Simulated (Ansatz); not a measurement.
Basis-set series for `O=C1CSC1`. Total charge 0; spin multiplicity 1. Geometry: relaxed with PBE0-D4/def2-TZVP.

| functional | basis | functions | energy (Eh) | HOMO (eV) | LUMO (eV) |
| --- | --- | --- | --- | --- | --- |
| PBE0-D4 | def2-SVP | 94 | -589.49489 | -6.78 | -0.96 |
| PBE0-D4 | def2-TZVPP | 222 | -589.85256 | -6.92 | -1.12 |
| ωB97M-V | def2-SVP | 94 | -589.74811 | -9.00 | 1.40 |
| ωB97M-V | def2-TZVPP | 222 | -590.11271 | -9.15 | 1.17 |

(1) Give the rows for def2-QZVPP. (Estimate.)

Answers

(1) Ansatz gave: 
| functional | basis | functions | energy (Eh) | HOMO (eV) | LUMO (eV) |
| --- | --- | --- | --- | --- | --- |
| PBE0-D4 | def2-QZVPP | 418 | -589.87491 | -6.95 | -1.18 |
| ωB97M-V | def2-QZVPP | 418 | -590.13400 | -9.19 | 1.06 |

Positive LUMOs are unbound and depend on the basis.
